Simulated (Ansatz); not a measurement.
## Relaxing a trial structure of C2H6O

The starting geometry of this gas-phase triplet was optimised with GFN2-xTB as a singlet; its bonds are those of `CCO`.

```xyz
9

C    -2.4500   -0.2956    0.2619
C    -1.1645   -0.6539   -0.4761
O    -0.5570    0.4599   -1.0870
H    -2.8485   -1.1733    0.7631
H    -3.1994    0.0769   -0.4347
H    -2.2520    0.4744    1.0035
H    -1.3712   -1.4339   -1.2241
H    -0.4201   -1.0386    0.2249
H    -1.1949    0.8725   -1.6803
```

Q: Where would you expect an optimisation with PBE-D3(BJ)/def2-SVP to take it?

A: It loosens into C2H5O + H, which stay close as a complex. Contacts that open: O3–H9 (0.96 → 2.53 Å).

The energy falls by 2.49 eV over 36 steps:

```json
{"step": "1", "E − E(last) (eV)": "2.489"}
{"step": "5", "E − E(last) (eV)": "0.309"}
{"step": "9", "E − E(last) (eV)": "0.085"}
{"step": "13", "E − E(last) (eV)": "0.052"}
{"step": "17", "E − E(last) (eV)": "0.020"}
{"step": "20", "E − E(last) (eV)": "0.019"}
{"step": "24", "E − E(last) (eV)": "0.017"}
{"step": "28", "E − E(last) (eV)": "0.006"}
{"step": "32", "E − E(last) (eV)": "0.000"}
{"step": "36", "E − E(last) (eV)": "0.000"}
```

Final geometry (Å):

```xyz
9

C    -2.4440   -0.3506    0.1650
C    -1.0523   -0.7919   -0.2878
O    -0.4344   -0.0573   -1.2312
H    -2.8485   -1.0306    0.9424
H    -3.1453   -0.3429   -0.6933
H    -2.4075    0.6759    0.5816
H    -1.0572   -1.8717   -0.6332
H    -0.3474   -0.8921    0.5945
H    -1.7211    1.9497   -2.0868
```

The end wasn't checked by frequencies. Open shells are spin-unrestricted. The triplet needn't be the ground state. Run with Ansatz 0.2.0, 35 s on 2 threads of Intel(R) Xeon(R) 6975P-C (Granite Rapids) (shared host).
